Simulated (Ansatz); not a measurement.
# One shape, several levels: C2ClFO (SMILES O=C=C(F)Cl)

Wanted: a comparison of 6 runs (HF/3-21G, PBE0/STO-3G, B2PLYP/cc-pVDZ, PBE0/def2-SVP, B3LYP/6-31G*, BLYP/aug-cc-pVDZ) of C2ClFO. 

The calculation is run with Ansatz 0.2.0.

7 further runs of the same task are left out: 1 for a known fault of the program, 2 that didn't finish, 4 set aside as unsound or not needed.

**1. The structure to begin with**

The species is C2ClFO (5 atoms), meant as a singlet with charge 0. SMILES: `O=C=C(F)Cl`. Geometry: relaxed at GFN2-xTB.

Bond lengths: O1–C2 1.161 Å, C2–C3 1.304 Å, C3–F4 1.345 Å, C3–Cl5 1.736 Å. Angles: O1–C2–C3 175.5°, C2–C3–F4 124.3°, C2–C3–Cl5 119.5°, F4–C3–Cl5 116.2°.

**2. Energy and gradient at HF/3-21G (run 1)**

input.yaml reads:

```yaml
basis:
  gaussian:
    orbitals: 3-21G.json
crystal:
  periodic: [false, false, false]
  atoms:
    - {symbol: O, position_ang: [-1.002990, -0.767880, 1.590460]}
    - {symbol: C, position_ang: [-0.386740, -0.413190, 0.672780]}
    - {symbol: C, position_ang: [0.265680, 0.078810, -0.343610]}
    - {symbol: F, position_ang: [1.193360, -0.595910, -1.046840]}
    - {symbol: Cl, position_ang: [-0.069310, 1.698180, -0.872800]}
hamiltonian:
  xc: hf
accuracy: high
output: {forces: true, orbitals: {seedname: orbitals}}
```

The basis set 3-21G is read from a file made from the Basis Set Exchange's data (not shown).

Launch:

```console
$ ansatz run input.yaml --threads 1 --pin off --max-ram 2610MiB --events-out events.jsonl --progress --plain --runs-dir runs
```

What it wrote:

```text
Warning: RAYON_NUM_THREADS=1 ignored (pool sized by the plan → 1); use --threads N
Functional definition: HF
  name "HF"
  exchange = exact_x
  correlation = 0
1044 factors; integrals over basis functions are off by at most 5.4e-9 eV
mean field evaluation 1: about -19203.7623 eV, gradient 3.5e1 eV
mean field evaluation 2: about -19204.1621 eV, gradient 3.6e1 eV
mean field evaluation 4: about -19207.1770 eV, gradient 3.7e0 eV
mean field evaluation 8: about -19207.2393 eV, gradient 5.3e-1 eV
mean field evaluation 16: about -19207.2417 eV, gradient 1.6e-6 eV
mean field -19207.24170262 eV, -705.8531134353 hartree, gradient 3.1e-8 eV, S^2 0.000000; 0 other end points of the search recorded, 0 dependent functions left out
the calculation of the forces begins
reference -19207.24170262 eV, -705.8531134353 hartree; 23, 23 occupied and 26, 26 virtual orbitals, 1044 factors
Total energy: -19207.24170262 eV, -705.8531134353 hartree
Atom 0 at    -1.002990    -0.767880     1.590460 Å, force     0.016954    -0.166397     0.036287 eV/Å
Atom 1 at    -0.386740    -0.413190     0.672780 Å, force     0.431486     0.482432    -0.674155 eV/Å
Atom 2 at     0.265680     0.078810    -0.343610 Å, force    -0.570625    -1.372077     1.357086 eV/Å
Atom 3 at     1.193360    -0.595910    -1.046840 Å, force     0.364832    -0.323389    -0.230885 eV/Å
Atom 4 at    -0.069310     1.698180    -0.872800 Å, force    -0.242648     1.379431    -0.488333 eV/Å
Dipole moment:    -0.058382     0.002582     0.061249 e Å
```

It took 1.3 s on 1 thread of Intel Xeon at 2.70GHz, shared host; peak memory 0.26 GiB.

**3. Energy and forces at PBE0/STO-3G (run 2)**

in.yaml reads:

```yaml
crystal:
  periodic: [false, false, false]
  atoms:
    - {symbol: O, position_ang: [-1.002990, -0.767880, 1.590460]}
    - {symbol: C, position_ang: [-0.386740, -0.413190, 0.672780]}
    - {symbol: C, position_ang: [0.265680, 0.078810, -0.343610]}
    - {symbol: F, position_ang: [1.193360, -0.595910, -1.046840]}
    - {symbol: Cl, position_ang: [-0.069310, 1.698180, -0.872800]}
basis:
  gaussian:
    orbitals: STO-3G
magnetization:
  spin_polarized: false
hamiltonian:
  xc: pbe0
accuracy: high
output: {forces: true, orbitals: {seedname: orbitals}}
```

Launch:

```console
$ ansatz run in.yaml --threads 1 --pin off --max-ram 2610MiB --events-out events.jsonl --progress --plain --runs-dir runs
```

What it wrote:

```text
Warning: RAYON_NUM_THREADS=1 ignored (pool sized by the plan → 1); use --threads N
Functional definition: PBE0
  name "PBE0"
  parameter a = 0.25
  parameter kappa = 0.804
  parameter beta = 0.06672455060314922
  exchange = (1 - a)*pbe_x(kappa = kappa, mu = beta*pi^2/3) + a*exact_x
  correlation = pbe_c(beta = beta)
557 factors; integrals over basis functions are off by at most 2.0e-8 eV
mean field evaluation 1: about -19116.3648 eV, gradient 2.4e1 eV
mean field evaluation 2: about -19111.5883 eV, gradient 5.3e1 eV
mean field evaluation 4: about -19118.1146 eV, gradient 2.1e0 eV
mean field evaluation 8: about -19118.1171 eV, gradient 3.7e-2 eV
mean field evaluation 16: about -19118.1171 eV, gradient 6.7e-7 eV
mean field -19118.11710513 eV, -702.5778448883 hartree, gradient 4.4e-8 eV, S^2 0.000000; 0 other end points of the search recorded, 0 dependent functions left out
the calculation of the forces begins
reference -19118.11710607 eV, -702.5778449229 hartree; 23, 23 occupied and 6, 6 virtual orbitals, 557 factors
Total energy: -19118.11710607 eV, -702.5778449229 hartree
Atom 0 at    -1.002990    -0.767880     1.590460 Å, force    -3.732882    -2.369572     5.672240 eV/Å
Atom 1 at    -0.386740    -0.413190     0.672780 Å, force     2.363562     1.702115    -3.722694 eV/Å
Atom 2 at     0.265680     0.078810    -0.343610 Å, force     0.969084    -0.757966    -0.682285 eV/Å
Atom 3 at     1.193360    -0.595910    -1.046840 Å, force     0.953165    -0.759504    -0.674858 eV/Å
Atom 4 at    -0.069310     1.698180    -0.872800 Å, force    -0.552929     2.184928    -0.592402 eV/Å
Dipole moment:     0.028058    -0.234240     0.096071 e Å
```

Wall time 1.9 s (1 thread of Intel Xeon at 2.70GHz, shared host); peak memory 0.26 GiB.

Runs 3 to 5 aren't shown in full; the table further down has their settings and results.

**4. Energy and gradient at BLYP/aug-cc-pVDZ (run 6)**

in.yaml reads:

```yaml
crystal:
  periodic: [false, false, false]
  atoms:
    - symbol: O
      position_ang: [-1.002990, -0.767880, 1.590460]
    - symbol: C
      position_ang: [-0.386740, -0.413190, 0.672780]
    - symbol: C
      position_ang: [0.265680, 0.078810, -0.343610]
    - symbol: F
      position_ang: [1.193360, -0.595910, -1.046840]
    - symbol: Cl
      position_ang: [-0.069310, 1.698180, -0.872800]
basis:
  gaussian:
    orbitals: aug-cc-pVDZ
hamiltonian:
  xc: {name: BLYP}
accuracy: high
output: {forces: true, orbitals: {seedname: orbitals}}
```

Launch:

```console
$ ansatz run in.yaml --threads 1 --pin off --max-ram 2610MiB --events-out events.jsonl --progress --plain --runs-dir runs
```

What it wrote:

```text
Warning: RAYON_NUM_THREADS=1 ignored (pool sized by the plan → 1); use --threads N
Functional definition: BLYP
  name "BLYP"
  parameter beta = 0.0042
  parameter a = 0.04918
  parameter b = 0.132
  parameter c = 0.2533
  parameter d = 0.349
  exchange = b88_x(beta = beta)
  correlation = lyp_c(a = a, b = b, c = c, d = d)
2287 factors; integrals over basis functions are off by at most 3.2e-9 eV
mean field evaluation 1: about -19351.8138 eV, gradient 5.4e1 eV
mean field evaluation 2: about -19334.5809 eV, gradient 1.0e2 eV
mean field evaluation 4: about -19358.0392 eV, gradient 1.3e1 eV
mean field evaluation 8: about -19358.3706 eV, gradient 3.5e-1 eV
mean field evaluation 16: about -19358.3708 eV, gradient 8.2e-6 eV
mean field -19358.37083137 eV, -711.4070064780 hartree, gradient 9.4e-8 eV, S^2 0.000000; 0 other end points of the search recorded, 0 dependent functions left out
the calculation of the forces begins
reference -19358.37088147 eV, -711.4070083189 hartree; 23, 23 occupied and 96, 96 virtual orbitals, 2287 factors
Total energy: -19358.37088147 eV, -711.4070083189 hartree
Atom 0 at    -1.002990    -0.767880     1.590460 Å, force    -1.268537    -0.891889     1.961178 eV/Å
Atom 1 at    -0.386740    -0.413190     0.672780 Å, force     0.358618     0.161045    -0.497921 eV/Å
Atom 2 at     0.265680     0.078810    -0.343610 Å, force     0.354161     0.911949    -0.921856 eV/Å
Atom 3 at     1.193360    -0.595910    -1.046840 Å, force     0.633214    -0.587774    -0.404999 eV/Å
Atom 4 at    -0.069310     1.698180    -0.872800 Å, force    -0.077455     0.406669    -0.136401 eV/Å
Dipole moment:    -0.011971     0.044102    -0.013257 e Å
```

Wall time 11 s (1 thread of Intel Xeon at 2.70GHz, shared host); peak memory 0.34 GiB.

**5. Overview of the runs**

```tsv
run	level	frozen core orbitals	Cartesian functions	energy (Eh)	dipole moment (D)	HOMO energy (eV)	LUMO energy (eV)	wall time
1	HF/3-21G	–	no	-705.853113	0.41	-10.11	1.57	1.3 s
2	PBE0/STO-3G	–	no	-702.577845	1.22	-4.11	0.17	1.9 s
3	B2PLYP/cc-pVDZ	9	no	-711.061687	0.26	-8.03	-0.88	16 s
4	PBE0/def2-SVP	–	no	-710.647997	0.24	-6.93	-2.61	5.4 s
5	B3LYP/6-31G* (Cartesian functions)	–	yes	-711.384664	0.07	-6.55	-2.69	6.3 s
6	BLYP/aug-cc-pVDZ	–	no	-711.407008	0.23	-5.65	-3.72	11 s
```

**6. Results**

| quantity | value |
| --- | --- |
| run 6: total energy | -711.40701 Eh |
| run 6: dipole moment | 0.23 D |
| run 6: HOMO energy | -5.65 eV |
| run 6: LUMO energy | -3.72 eV |
| run 6: HOMO–LUMO gap | 1.94 eV |
| run 6: largest force on an atom | 2.500 eV/Å |

In words: The dipole moment (its size) runs from 0.07 D (B3LYP/6-31G*) to 1.22 D (PBE0/STO-3G). The two ends differ in method and basis. The two dipoles point in opposite directions. The HOMO–LUMO gap runs from 1.94 eV (BLYP/aug-cc-pVDZ) to 11.67 eV (HF/3-21G). Totals of different functionals can't be ranked against each other. In run 2 the basis is minimal, so the values are rough. All runs together took 41 s, the longest 16 s.
